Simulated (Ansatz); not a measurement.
## Ansatz (development build ahead of 0.2.0) run

```yaml
crystal:
  periodic: [false, false, false]
  atoms:
    - { symbol: C, position_ang: [-0.0331, -0.01971, 0.03187] }
    - { symbol: H, position_ang: [1.07907, 0.00229, -0.04866] }
    - { symbol: H, position_ang: [-0.54456, 0.99422, 0.00205] }
    - { symbol: H, position_ang: [-0.5378, -0.92063, 0.04344] }
basis:
  gaussian: { orbitals: cc-pVTZ }
magnetization:
  spin_polarized: true
  initial_magnetization: 1
hamiltonian:
  xc: hf
```

The input is written out in the form of the current development build from the run's settings.

Output:

| Item | Value |
| --- | --- |
| Converged | yes |
| Total energy | -39.57216 hartree |
| Spin squared of the determinant | 0.763 |
